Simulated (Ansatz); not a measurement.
# BH₃ (triplet): wave-function methods side by side at distance B1–H4 = 1.375 Å, cc-pVDZ

Aim: climb from Hartree-Fock through coupled cluster and multireference methods for BH₃ (triplet) at one geometry and basis, and see what each rung misses.

Method: cc-pVDZ, core rule «outside noble gas», up to 1 orbitals frozen; program: Ansatz 0.2.0, Gaussian basis.

To be run: UHF; CCSD(T) on ROHF; CCSD(T) on UHF; BCCD(T) on ROHF; CISD; CCSDT(Q) on ROHF; CCSDT(Q) on UHF; CASSCF and MRCISD+Q, 4 electrons in 4 orbitals; CASSCF and NEVPT2, 4 electrons in 4 orbitals; CASSCF and MRCISD+Q, 6 electrons in 7 orbitals; CASSCF and NEVPT2, 6 electrons in 7 orbitals; Full CI.

18 further runs of the same task are left out: 14 that didn't finish, 4 set aside as unsound or not needed.

### 1 What is computed

The geometry derives from a PBE0/def2-TZVP stationary point (not a proven minimum). One bond is set to the value named and the two fragments are kept rigid.

4 atoms, charge 0, spin multiplicity 3.

Atoms are counted from 1 here; the program's logs count them from 0.

Bond lengths: B1–H2 1.281 Å, B1–H3 1.186 Å, B1–H4 1.375 Å. Angles: H2–B1–H3 117.7°, H2–B1–H4 49.8°, H3–B1–H4 117.7°.

As a file:

```xyz
4
BH3
B    -0.1172    0.0029    0.0948
H     0.3091    0.5420   -0.9861
H     0.6072    0.0028    1.0344
H     0.3404   -0.5758   -1.0655
```

### 2 UHF

The input, in.yaml:

```yaml
crystal:
  periodic: [false, false, false]
  atoms:
    - {symbol: B, position_ang: [-0.117167, 0.002894, 0.094835]}
    - {symbol: H, position_ang: [0.309143, 0.541972, -0.986104]}
    - {symbol: H, position_ang: [0.607212, 0.002838, 1.034405]}
    - {symbol: H, position_ang: [0.340362, -0.575845, -1.065490]}
basis:
  gaussian: {orbitals: cc-pVDZ}
magnetization: {spin_polarized: true, initial_magnetization: 2}
hamiltonian: {xc: hf}
output: {orbitals: {seedname: orbitals}}
```

The run is started by

```bash
> ansatz run in.yaml --threads 1 --pin off --events-out ev --progress --plain --max-ram 2393MiB
```

The runs that follow: CCSD(T) on ROHF; CCSD(T) on UHF; BCCD(T) on ROHF; CISD; CCSDT(Q) on ROHF; CCSDT(Q) on UHF; CASSCF and MRCISD+Q, 4 electrons in 4 orbitals; CASSCF and NEVPT2, 4 electrons in 4 orbitals; CASSCF and MRCISD+Q, 6 electrons in 7 orbitals; CASSCF and NEVPT2, 6 electrons in 7 orbitals; Full CI.

Before running them: what should the planned runs give, taken together? Wanted: FCI below the RHF energy; RMP2 from FCI; UMP2 from FCI; RCCSD from FCI; RCCSD(T) from FCI; UCCSD(T) from FCI; RCCSDT(Q) from FCI; UCCSDT(Q) from FCI; NEVPT2 valence from FCI.

As calculated:

| quantity | value |
| --- | --- |
| FCI below the RHF energy | -3.0557 eV |
| RMP2 from FCI | +15.42 kcal/mol |
| UMP2 from FCI | +15.53 kcal/mol |
| RCCSD from FCI | +1.70 kcal/mol |
| RCCSD(T) from FCI | +0.37 kcal/mol |
| UCCSD(T) from FCI | +0.36 kcal/mol |
| RCCSDT(Q) from FCI | +0.01 kcal/mol |
| UCCSDT(Q) from FCI | 0.00 kcal/mol |
| NEVPT2 valence from FCI | +11.46 kcal/mol |
| MRCISD+Q valence from FCI | +0.04 kcal/mol |
| levels within 1 kcal/mol (43 meV) | RCCSD(T), UCCSD(T), BCCD(T), RCCSDT, UCCSDT, RCCSDT(Q), UCCSDT(Q), MRCISD+Q valence |
| T1 diagnostic | 0.015 |
| effectively unpaired electrons | 2.02 |

What this shows: RCCSD(T) misses by +0.37 kcal/mol, 0.5 % of the correlation energy. One determinant dominates. Of the multireference levels listed MRCISD+Q valence comes nearest in total energy (+0.04 kcal/mol), which doesn't show that its space is the better one. These misses are within one basis, not against nature; the frozen cores of restricted and unrestricted runs differ, which can shift their rows.
